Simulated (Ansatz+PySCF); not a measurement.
doublet C₃H₅: levels of theory in one basis

```tsv
atom	x (Å)	y (Å)	z (Å)
H	0.0000	-1.2492	-1.3140
C	0.0000	-0.1667	-1.2452
C	0.0000	0.4797	0.0000
C	0.0000	-0.1667	1.2452
H	0.0000	0.3920	2.1723
H	0.0000	0.3920	-2.1723
H	0.0000	1.5680	0.0000
H	0.0000	-1.2492	1.3140
```

Basis set: cc-pVTZ (spherical functions). Frozen core: 3 orbitals. Correlation on ROHF uses semicanonical orbitals with singles. Charge 0, multiplicity 2.

Computed with Ansatz (development build ahead of 0.2.0); the reference of a correlated method needn't be the lowest determinant of its kind.

```json
{"method": "ROHF", "E − E(ROHF) (eV)": "0.00", "<S²> of the determinant": "0.75"}
{"method": "UHF", "E − E(ROHF) (eV)": "-0.69", "<S²> of the determinant": "0.97"}
{"method": "ROHF-MP2", "E − E(ROHF) (eV)": "-13.39", "<S²> of the determinant": "–"}
{"method": "ROHF-CCSD(T)", "E − E(ROHF) (eV)": "-14.89", "<S²> of the determinant": "–"}
```

What does UHF-MP2 give on the same scale?

-13.09 eV.

Caution for ROHF, ROHF-MP2, ROHF-CCSD(T): an unrestricted determinant lies well below. Caution for ROHF, ROHF-MP2: the determinant breaks the point group. Caution for UHF, UHF-MP2: the unrestricted determinant is spin contaminated. Caution for ROHF-MP2, UHF-MP2: forces differ strongly between restricted and unrestricted references. Caution for ROHF-MP2: another reference gives a lower total. Caution for ROHF-CCSD(T): the determinant is a saddle point.
